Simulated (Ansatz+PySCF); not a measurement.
The numbers below are computed, except where a source is named.
## Ansatz (development build ahead of 0.2.0) run

```yaml
crystal:
  periodic: [false, false, false]
  atoms:
    - { symbol: P, position_ang: [0.0, 0.0, 0.0] }
    - { symbol: O, position_ang: [0.0, 0.0, 2.04] }
basis:
  gaussian: { orbitals: STO-3G }
magnetization:
  initial_magnetization: 1
hamiltonian:
  xc: hf
correlation:
  method: fci
  frozen_orbitals: { O: 1, P: 5 }
```

The input is written out in the form of the current development build from the run's settings.

Output:

```
Converged    : yes
Total energy : -410.73383 hartree
State        : lowest doublet root, of any spatial symmetry
```
